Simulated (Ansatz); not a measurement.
Process, species as SMILES: O=S(F)F + 3 [H][H] (H2) → 2 F (HF) + O (H2O) + S (H2S)
B3LYP-D3(BJ)/def2-TZVP geometries, fixed; electronic energies without zero-point terms.
Largest species:
```xyz
4

O      1.3619    -0.1486    -0.3569
S      0.1670    -0.0077     0.4048
F     -0.6344     1.2320    -0.2285
F     -0.8731    -1.0862    -0.1739
```

Effect of a fitting basis named in the input at wB97M-V/aug-cc-pV(T+d)Z with Ansatz (an electronic-structure program), against the last row, where the energy of full hydrogenation is -59.93 kcal/mol. The default fits or decomposes integrals by the program's own choice; accuracy: high also tightens integrals, grids and stops. Cost is core time over that of fitting: def2-SV(P)-JKFIT, rough, on shared machines of one kind.

| setting | largest shift of a total energy (mEh) | shift of the energy of full hydrogenation (kcal/mol) | cost |
|---|---|---|---|
| fitting: def2-SV(P)-JKFIT | -0.057 | -0.013 | 1× |
| fitting: def2-universal-JKFIT | -0.057 | -0.013 | 1× |
| fitting: cc-pVTZ-JKFIT | -0.031 | -0.047 | 0.9× |
| fitting: cc-pVQZ-JKFIT | -0.019 | -0.034 | 0.9× |
| fitting: cc-pV5Z-JKFIT | -0.019 | -0.031 | 1× |
| accuracy: high | -0.017 | -0.003 | 5× |
| accuracy: medium (default) | 0.000 | 0.000 | 1× |

Within 0.02 kcal/mol in the energy of full hydrogenation: fitting: def2-SV(P)-JKFIT; fitting: def2-universal-JKFIT; accuracy: high. The largest shift is 0.057 mEh in a total energy and 0.047 kcal/mol in the difference.
